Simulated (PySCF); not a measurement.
A GIAO shielding run with PySCF 2.14 (density fitting, non-relativistic, gas phase) on `N=O`, HNO:

```
$ OMP_NUM_THREADS=1 python probes_run.py task.json out

{"job": {"kind": "nmr", "xc": "KT3", "basis": "pcSseg-2", "pop": false}, "charge": 0, "multiplicity": 1}
N     -0.331559     0.246988    -0.140812
O     -0.309545    -0.698085     0.581917
H      0.649141     0.416048    -0.515203
```

Hardware: 1 thread of an Arm Neoverse N1, shared host.

Problem. How large is the calculation?

Solution. 16 electrons, 86 basis functions and 230 auxiliary functions.

Problem. How long does it take, and how much memory does it need?

Solution. 2.8 s of wall time, with 14 SCF cycles; peak memory 0.33 GiB. Times on a shared host scatter by some tens of per cent.

Problem. And these other runs on the same molecule and hardware: GIAO shielding at B97-2/pcSseg-2; GIAO shielding at PBE0/pcSseg-2; GIAO shielding at wB97X-D/pcSseg-2?

Solution. B97-2/pcSseg-2: 86 functions, 2 s; PBE0/pcSseg-2: 86 functions, 3.8 s; wB97X-D/pcSseg-2: 86 functions, 2.4 s.
